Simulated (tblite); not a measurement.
C5H8N (doublet state).
Geometry (GFN2-xTB, Å), atoms numbered from 1 in this order:
```xyz
14
C5H8N angstrom
C      2.3215   -0.3298    0.2438
C      1.1503    0.5061    0.5905
C     -0.1352    0.1046    0.3471
N     -0.5880   -1.0267   -0.2086
C     -1.9705   -0.5909   -0.0559
C     -1.4871    0.7248    0.5863
H      1.9883   -1.2556   -0.2165
H      2.9825    0.2038   -0.4422
H      2.9068   -0.5561    1.1374
H      1.3221    1.4678    1.0537
H     -2.5471   -1.2582    0.5881
H     -2.4860   -0.4944   -1.0137
H     -1.6964    1.6299    0.0186
H     -1.7617    0.8742    1.6293
```

All values are computed: GFN2-xTB (tblite) harmonic vibrations without scaling, gas phase. Errors from tens to a few hundred cm⁻¹ against measured bands are possible. One conformer, not necessarily the lowest. Open shells enter through the occupations alone, without spin polarisation, and single modes of such species can be off by tens of per cent.

Harmonic wavenumbers (cm⁻¹): 122.1, 153.4, 182.2, 216.6, 425.9, 464.7, 692.8, 728.7, 763.4, 939.9, 979.9, 993.2, 1001.5, 1018.6, 1051.6, 1082.3, 1113.0, 1134.6, 1179.0, 1211.7, 1244.3, 1359.0, 1392.2, 1430.0, 1442.8, 1450.1, 1456.6, 1554.4, 2940.2, 2960.4, 2966.5, 2983.0, 2997.6, 3003.3, 3057.5, 3072.3.

A = 10058, B = 2462, C = 2054 MHz; mass 82.066 u (most abundant isotopes); point group Cs, symmetry number 1; spin multiplicity 2.

Q: What is the zero-point energy?

A: Half the sum of the wavenumbers: 25383 cm⁻¹ = 72.57 kcal/mol.

Q: Entropy at 500 K, 1 bar (ideal gas, RRHO, classical rotation)?

A: Translation 41.72, rotation 27.79, vibration 25.61, spin (R ln 2) 1.38: S = 96.5 cal/(mol K).

Q: And Cp and H(500 K) − H(0)?

A: Cp = 38.86 cal/(mol K), of which vibrations give 30.91 (their classical limit is 36 R = 71.5); H(500 K) − H(0) = 11.17 kcal/mol without the zero-point energy, 7.19 from vibrations.

Q: Which modes carry the vibrational entropy at 500 K?

A: 122.1 cm⁻¹: 4.08; 153.4 cm⁻¹: 3.63; 182.2 cm⁻¹: 3.29; 216.6 cm⁻¹: 2.96; 425.9 cm⁻¹: 1.70; 464.7 cm⁻¹: 1.55 cal/(mol K); the other 30 give 8.40 together.

Q: Blend soft modes into free rotors: weight 1/[1 + (100 cm⁻¹/ν̃)⁴] for the oscillator and the rest for a rotor with moment μB/(μ + B), μ = h/(8π²ν), B = 10⁻⁴⁴ kg m². What vibrational entropy results?

A: 25.16 cal/(mol K) in place of 25.61, which changes −T·S at 500 K by +0.22 kcal/mol.

Q: How do the functions run with temperature in this model?

A: 
```json
{"T (K)": "150", "S (cal/(mol K))": "66.8", "Cp (cal/(mol K))": "15.8", "H − H(0) (kcal/mol)": "1.72", "G − H(0) (kcal/mol)": "-8.30", "ln q(vib)": "0.99"}
{"T (K)": "250", "S (cal/(mol K))": "76.1", "Cp (cal/(mol K))": "21.5", "H − H(0) (kcal/mol)": "3.57", "G − H(0) (kcal/mol)": "-15.46", "ln q(vib)": "2.23"}
{"T (K)": "298.15", "S (cal/(mol K))": "80.2", "Cp (cal/(mol K))": "24.9", "H − H(0) (kcal/mol)": "4.68", "G − H(0) (kcal/mol)": "-19.23", "ln q(vib)": "2.85"}
{"T (K)": "400", "S (cal/(mol K))": "88.6", "Cp (cal/(mol K))": "32.3", "H − H(0) (kcal/mol)": "7.60", "G − H(0) (kcal/mol)": "-27.82", "ln q(vib)": "4.22"}
{"T (K)": "600", "S (cal/(mol K))": "104.1", "Cp (cal/(mol K))": "44.3", "H − H(0) (kcal/mol)": "15.34", "G − H(0) (kcal/mol)": "-47.11", "ln q(vib)": "7.11"}
{"T (K)": "900", "S (cal/(mol K))": "124.4", "Cp (cal/(mol K))": "55.9", "H − H(0) (kcal/mol)": "30.52", "G − H(0) (kcal/mol)": "-81.48", "ln q(vib)": "11.53"}
```

q(vib) and H(0) count from the zero-point level.

Q: What must be added to the electronic energy to get the Gibbs energy at 500 K and 1 bar?

A: ZPE + [H(500 K) − H(0)] − T·S = 72.57 + 11.17 − 48.25 = 35.49 kcal/mol.

Hindered rotation and anharmonicity are outside this model. Other conformers, if any are populated, would add a mixing term that is left out.
